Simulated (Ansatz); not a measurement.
# AlH₄+ (singlet): PBE, r2SCAN, PBE0, B3LYP, wB97M-V, B2PLYP, RPA-PBE over vertical gaps between states, cc-pVDZ, part 2 of 2

Ansatz 0.2.0, Gaussian basis; cc-pVDZ, all electrons in the functionals, frozen cores in the correlation of double hybrids and RPA.

## Step 13: B2PLYP, charge 1, triplet

in.yaml

```yaml
crystal:
  periodic: [false, false, false]
  atoms:
    - {symbol: Al, position_ang: [0.000000, 0.000000, -0.118619]}
    - {symbol: H, position_ang: [0.000000, -0.384792, 1.922431]}
    - {symbol: H, position_ang: [0.000000, 0.384794, 1.922430]}
    - {symbol: H, position_ang: [0.000000, 1.536935, -0.334772]}
    - {symbol: H, position_ang: [0.000000, -1.536935, -0.334770]}
basis:
  gaussian: {orbitals: cc-pVDZ}
total_charge: 1
magnetization: {spin_polarized: true, initial_magnetization: 2}
hamiltonian: {xc: {name: B2PLYP}}
correlation: {electrons: outside_noble_gas}
```

Command:

```sh
$ ansatz run in.yaml --threads 1 --pin off --events-out ev --progress --plain --max-ram 2176MiB
```

Log:

```text
Functional definition: B2PLYP
  name "B2PLYP"
  cite "Grimme, J. Chem. Phys. 124, 034108 (2006) doi:10.1063/1.2148954"
  cite "Becke, Phys. Rev. A 38, 3098 (1988) doi:10.1103/PhysRevA.38.3098"
  cite "Lee, Yang & Parr, Phys. Rev. B 37, 785 (1988) doi:10.1103/PhysRevB.37.785"
  parameter a = 0.53
  parameter c = 0.27
  exchange = (1 - a)*b88_x + a*exact_x
  correlation = (1 - c)*lyp_c + c*(mp2_os + mp2_ss)
350 factors; integrals over basis functions are off by at most 1.6e-3 eV
mean field evaluation 1: about -6642.1476 eV, gradient 4.8e0 eV
mean field evaluation 2: about -6642.1491 eV, gradient 4.8e0 eV
mean field evaluation 4: about -6642.4789 eV, gradient 4.4e-1 eV
mean field evaluation 8: about -6642.4839 eV, gradient 3.8e-3 eV
mean field evaluation 16: about -6642.0749 eV, gradient 2.7e0 eV
mean field evaluation 32: about -6642.3497 eV, gradient 1.3e0 eV
mean field -6642.48394811 eV, -244.1067826555 hartree, gradient 4.8e-6 eV, S^2 2.027688; 6 other end points of the search recorded, 0 dependent functions left out
5 core orbitals not correlated: weight in the atoms' cores, before any rotation towards them, 1.000 or more for the frozen orbitals, at most 0.000 for the correlated occupied ones
reference -6642.48408805 eV, -244.1067877986 hartree; 4, 2 occupied and 29, 31 virtual orbitals, 350 factors
second order -2.68014108 eV of doubles, -0.00000000 eV of singles
Total energy: -6643.20772615 eV, -244.1333810080 hartree
```

It took 0.84 s on 1 thread of AMD EPYC 9R45, shared host.

From the report: ⟨S²⟩ of the determinant 2.028 (pure triplet: 2.00).

From charge 1, singlet: +5.877 eV.

## Step 14: RPA-PBE, charge 1, singlet

Changes to in.yaml since step 13:

```diff
@@ -11,4 +11,3 @@
 total_charge: 1
-magnetization: {spin_polarized: true, initial_magnetization: 2}
-hamiltonian: {xc: {name: B2PLYP}}
-correlation: {electrons: outside_noble_gas}
+hamiltonian: {xc: {name: PBE}}
+correlation: {method: rpa, electrons: outside_noble_gas}
```

Same command.

Log:

```text
Functional definition: PBE
  name "PBE"
  cite "Perdew, Burke & Ernzerhof, Phys. Rev. Lett. 77, 3865 (1996) doi:10.1103/PhysRevLett.77.3865"
  parent pbe
  parameter kappa = 0.804
  parameter beta = 0.06672455060314922
  exchange = pbe_x(kappa = kappa, mu = beta*pi^2/3)
  correlation = pbe_c(beta = beta)
350 factors; integrals over basis functions are off by at most 1.6e-3 eV
mean field evaluation 1: about -6647.2662 eV, gradient 1.6e1 eV
mean field evaluation 2: about -6647.2633 eV, gradient 1.6e1 eV
mean field evaluation 4: about -6648.3673 eV, gradient 1.1e0 eV
mean field evaluation 8: about -6648.3731 eV, gradient 2.1e-3 eV
mean field -6648.37313324 eV, -244.3232062174 hartree, gradient 2.1e-6 eV, S^2 0.000000; 0 other end points of the search recorded, 0 dependent functions left out
5 core orbitals not correlated: weight in the atoms' cores, before any rotation towards them, 1.000 or more for the frozen orbitals, at most 0.000 for the correlated occupied ones
reference -6637.05197367 eV, -243.9071612769 hartree; 3, 3 occupied and 30, 30 virtual orbitals, 350 factors
Total energy: -6642.32148037 eV, -244.1008120764 hartree
```

Wall time 0.36 s (1 thread of AMD EPYC 9R45, shared host).

## Step 15: RPA-PBE, charge 1, triplet

Changes to in.yaml since step 14:

```diff
@@ -11,2 +11,3 @@
 total_charge: 1
+magnetization: {spin_polarized: true, initial_magnetization: 2}
 hamiltonian: {xc: {name: PBE}}
```

Launched as before.

Log:

```text
Functional definition: PBE
  name "PBE"
  cite "Perdew, Burke & Ernzerhof, Phys. Rev. Lett. 77, 3865 (1996) doi:10.1103/PhysRevLett.77.3865"
  parent pbe
  parameter kappa = 0.804
  parameter beta = 0.06672455060314922
  exchange = pbe_x(kappa = kappa, mu = beta*pi^2/3)
  correlation = pbe_c(beta = beta)
350 factors; integrals over basis functions are off by at most 1.6e-3 eV
mean field evaluation 1: about -6640.7563 eV, gradient 1.0e1 eV
mean field evaluation 2: about -6640.7532 eV, gradient 1.0e1 eV
mean field evaluation 4: about -6643.0015 eV, gradient 1.2e0 eV
mean field evaluation 8: about -6643.0167 eV, gradient 2.2e-2 eV
mean field evaluation 16: about -6643.0167 eV, gradient 6.0e-6 eV
mean field evaluation 32: about -6642.1133 eV, gradient 1.1e-1 eV
mean field evaluation 64: about -6643.0154 eV, gradient 2.7e-1 eV
mean field -6643.01670085 eV, -244.1263609579 hartree, gradient 5.8e-6 eV, S^2 2.004892; 5 other end points of the search recorded, 0 dependent functions left out
5 core orbitals not correlated: weight in the atoms' cores, before any rotation towards them, 1.000 or more for the frozen orbitals, at most 0.000 for the correlated occupied ones
reference -6631.01211115 eV, -243.6852004235 hartree; 4, 2 occupied and 29, 31 virtual orbitals, 350 factors
Total energy: -6636.86386743 eV, -243.9002485001 hartree
```

It took 2 s on 1 thread of AMD EPYC 9R45, shared host.

From the report: ⟨S²⟩ of the determinant 2.005 (pure triplet: 2.00).

From charge 1, singlet: +5.458 eV.

## Step 16: Against the wave-function levels

The yardstick is full CI for this spin, exact in this basis with these frozen cores. It and the other wave-function rows come from earlier runs at the same points. Energies in eV, counted from charge 1, singlet; blanks weren't run or aren't comparable.

```tsv
level	singlet to triplet
FCI	5.885
PBE	5.356
r2SCAN	5.451
PBE0	5.611
B3LYP	5.698
wB97M-V	6.045
B2PLYP	5.877
RPA-PBE	5.458
RMP2	6.041
UMP2	6.104
RCCSD	5.944
RCCSD(T)	5.900
UCCSD(T)	5.897
RCCSDT(Q)	5.885
UCCSDT(Q)	5.885
```

Largest miss and mean time a point (FCI took 29 s a point; shared hosts):

```tsv
level	largest miss (eV)	where	time a point
PBE	-0.529	singlet to triplet	0.63 s
r2SCAN	-0.434	singlet to triplet	1.2 s
PBE0	-0.274	singlet to triplet	0.48 s
B3LYP	-0.188	singlet to triplet	0.72 s
wB97M-V	+0.160	singlet to triplet	2.5 s
B2PLYP	-0.008	singlet to triplet	0.61 s
RPA-PBE	-0.427	singlet to triplet	1.2 s
RMP2	+0.156	singlet to triplet	
UMP2	+0.219	singlet to triplet	
RCCSD	+0.059	singlet to triplet	
RCCSD(T)	+0.015	singlet to triplet	0.95 s
UCCSD(T)	+0.012	singlet to triplet	1.8 s
RCCSDT(Q)	0.000	singlet to triplet	4.9 s
UCCSDT(Q)	0.000	singlet to triplet	9 s
```

## Step 17: Results

The summary covers parts 1 to 2.

```
               quantity                           value
singlet to triplet, FCI                        5.885 eV
      largest miss, PBE  -0.529 eV (singlet to triplet)
   largest miss, r2SCAN  -0.434 eV (singlet to triplet)
     largest miss, PBE0  -0.274 eV (singlet to triplet)
    largest miss, B3LYP  -0.188 eV (singlet to triplet)
  largest miss, wB97M-V  +0.160 eV (singlet to triplet)
   largest miss, B2PLYP  -0.008 eV (singlet to triplet)
  largest miss, RPA-PBE  -0.427 eV (singlet to triplet)
 largest miss, RCCSD(T)  +0.015 eV (singlet to triplet)
 largest miss, UCCSD(T)  +0.012 eV (singlet to triplet)
```

**Reading.** Of the functionals, B2PLYP keep the smallest largest miss at the points compared (at most 0.008 eV) and PBE strays most (0.529 eV, at singlet to triplet). Functionals and the yardstick converge differently with the basis, so part of each miss in cc-pVDZ is the basis.
